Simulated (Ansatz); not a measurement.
A run on C2H5NO, SMILES `C1NCO1` with other settings.

```yaml
crystal:
  periodic: [false, false, false]
  atoms:
    - {symbol: C, position_ang: [-0.141549, 0.791619, -0.615424]}
    - {symbol: N, position_ang: [0.721392, -0.376635, -0.428274]}
    - {symbol: C, position_ang: [-0.223110, -0.778258, 0.616295]}
    - {symbol: O, position_ang: [-1.106123, 0.297851, 0.310373]}
    - {symbol: H, position_ang: [-0.557912, 0.890453, -1.624452]}
    - {symbol: H, position_ang: [0.291637, 1.752061, -0.301099]}
    - {symbol: H, position_ang: [1.636633, -0.142315, -0.069019]}
    - {symbol: H, position_ang: [-0.695263, -1.753250, 0.449789]}
    - {symbol: H, position_ang: [0.162797, -0.727825, 1.644611]}
basis:
  gaussian: {orbitals: cc-pVTZ, nuclear_model: gaussian}
total_charge: 1
magnetization: {spin_polarized: false, initial_magnetization: 1}
hamiltonian: {xc: {name: B97M-V}, pseudopotentials: {relativity: scalar}}
output: {forces: true}
```

```sh
$ ansatz run in.yaml --threads 2 --pin off --events-out ev --progress --plain --max-ram 4352MiB
```

It prints (some lines left out):

```
Functional definition: B97M-V
970 factors; their error is unknown
mean field evaluation 1: about -5676.2284 eV, gradient 6.8e1 eV
mean field evaluation 2: about -5661.8639 eV, gradient 1.0e2 eV
mean field evaluation 4: about -5685.6692 eV, gradient 9.9e0 eV
mean field evaluation 8: about -5685.8866 eV, gradient 7.9e-1 eV
mean field evaluation 16: about -5685.8612 eV, gradient 1.4e-2 eV
mean field -5685.86120756 eV, -208.9515453627 hartree, gradient 2.9e-5 eV, S^2 0.750000; 2 other end points of the search recorded, 0 dependent functions left out
reference -5685.86125192 eV, -208.9515469929 hartree; 16, 15 occupied and 174, 175 virtual orbitals, 970 factors
Total energy: -5685.86125192 eV, -208.9515469929 hartree
Relativity: scalar
Atom 0 at    -0.141549     0.791619    -0.615424 Å, force    -0.193400    -0.883269     0.116604 eV/Å
Atom 1 at     0.721392    -0.376635    -0.428274 Å, force    -0.688130     1.334577     1.655406 eV/Å
Atom 2 at    -0.223110    -0.778258     0.616295 Å, force    -0.130168     0.333822    -0.838322 eV/Å
Atom 3 at    -1.106123     0.297851     0.310373 Å, force     0.448367    -0.309105    -0.364277 eV/Å
Atom 4 at    -0.557912     0.890453    -1.624452 Å, force    -0.083432     0.114699     0.123639 eV/Å
Atom 5 at     0.291637     1.752061    -0.301099 Å, force     0.074379    -0.188730    -0.078634 eV/Å
Atom 6 at     1.636633    -0.142315    -0.069019 Å, force     0.574386    -0.463677    -0.552941 eV/Å
Atom 7 at    -0.695263    -1.753250     0.449789 Å, force    -0.084289     0.098191     0.136592 eV/Å
Atom 8 at     0.162797    -0.727825     1.644611 Å, force     0.082288    -0.036508    -0.198067 eV/Å
Dipole moment:     0.470167     0.021537     0.058584 e Å
```

It took 41 s on 2 threads of an Arm Neoverse N1 on a shared host, with 0.39 GiB of host memory at the peak.
